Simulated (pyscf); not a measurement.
Optimised with ωB97X-D3(BJ)/def2-SVP in PySCF.

For the elementary gas-phase step HO–SiH₂–OH + hydrogen fluoride (HF) → HO–SiH(OH)–F + hydrogen (H₂) (singlet surface; H–Si, F–H broken, F–Si, H–H formed), what barrier and reaction energy does ωB97M-D3(BJ)/def2-TZVP give, measured from the separated reactants?

ΔE‡ = 96.0 kJ/mol, ΔE = -148.1 kJ/mol. Zero-point energy shifts the barrier by +2.3 kJ/mol. It is a four-centre exchange, with an imaginary mode of 1000i cm⁻¹. At the saddle there is also a short H–Si contact that neither side keeps. The same reactants have a lower exit, to H₂O + HO–SiH₂–F (barrier +52.2 kJ/mol at ωB97M-D3(BJ)/def2-TZVP, against +96.0 kJ/mol here). This is the saddle that the search found; another between the same sides may lie lower.
